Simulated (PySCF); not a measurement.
# Bond curve of LiCl

Set-up: PySCF, no relativity, basis sets Li 6-311G(d,p), Cl 6-311G(d,p). Energies in eV from Li + Cl in their ground configurations at the same level. State: triplet, unpaired electrons σ ↑, π ↑, a second solution, started from another occupation.

| R (Å) | PBE0 |
| --- | --- |
| 1.740 | 1.6172 |
| 1.821 | 1.1547 |
| 1.902 | 0.8228 |
| 1.962 | 0.6379 |
| 2.023 | 0.4951 |
| 2.084 | 0.3853 |
| 2.165 | 0.2778 |
| 2.266 | 0.1881 |
| 2.387 | 0.1231 |
| 2.549 | 0.0768 |
